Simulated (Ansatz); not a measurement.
**AlP (singlet): the correlation ladder, cc-pVTZ**

Aim: climb from Hartree-Fock through coupled cluster for AlP (singlet) at one geometry and basis, and see what each rung misses.

Computed with Ansatz 0.2.0, Gaussian basis. Level: cc-pVTZ, core rule «outside noble gas», up to 10 orbitals frozen.

To be run: UHF; CCSD(T) on RHF; CCSD(T) on UHF; BCCD(T) on RHF; CISD; CCSDT(Q) on RHF; CCSDT(Q) on UHF; CCSDTQ on RHF.

8 further runs of the same task are left out: 4 for a known fault of the program, 4 set aside as unsound or not needed.

## Step 1: The system

The geometry is a PBE0/def2-TZVP stationary point (not a proven minimum).

2 atoms, charge 0, spin multiplicity 1.

Atoms are counted from 1 here; the program's logs count them from 0.

Bond lengths: Al1–P2 2.073 Å.

## Step 2: UHF

The input, in.yaml:

```yaml
crystal:
  periodic: [false, false, false]
  atoms:
    - {symbol: Al, position_ang: [0.000000, 0.000000, 0.000000]}
    - {symbol: P, position_ang: [0.000000, 0.000000, 2.072600]}
basis:
  gaussian: {orbitals: cc-pVTZ}
magnetization: {spin_polarized: true, initial_magnetization: 0}
hamiltonian: {xc: hf}
output: {orbitals: {seedname: orbitals}}
```

The run is started by

```sh
ansatz run in.yaml --threads 1 --pin off --events-out ev --progress --plain --max-ram 4096MiB --backend cpu
```

The runs that follow: CCSD(T) on RHF; CCSD(T) on UHF; BCCD(T) on RHF; CISD; CCSDT(Q) on RHF; CCSDT(Q) on UHF; CCSDTQ on RHF.

Q: Predict the results of all the runs planned. Wanted: RCCSDTQ below the RHF energy; RMP2 from RCCSDTQ; RCCSD from RCCSDTQ; RCCSD(T) from RCCSDTQ; RCCSDT(Q) from RCCSDTQ; T1 diagnostic.

As calculated:

| quantity | value |
| --- | --- |
| RCCSDTQ below the RHF energy | -6.8750 eV |
| RMP2 from RCCSDTQ | +108.0 kJ/mol |
| RCCSD from RCCSDTQ | +59.8 kJ/mol |
| RCCSD(T) from RCCSDTQ | +8.4 kJ/mol |
| RCCSDT(Q) from RCCSDTQ | -1.3 kJ/mol |
| levels within 1 kcal/mol (43 meV) | RCCSDT(Q) |
| T1 diagnostic | 0.044 |

RCCSD(T) lands +8.4 kJ/mol from the yardstick (1.3 % of the correlation energy). Coupled cluster took another determinant than the lowest Hartree-Fock one. These misses are within one basis, not against nature.
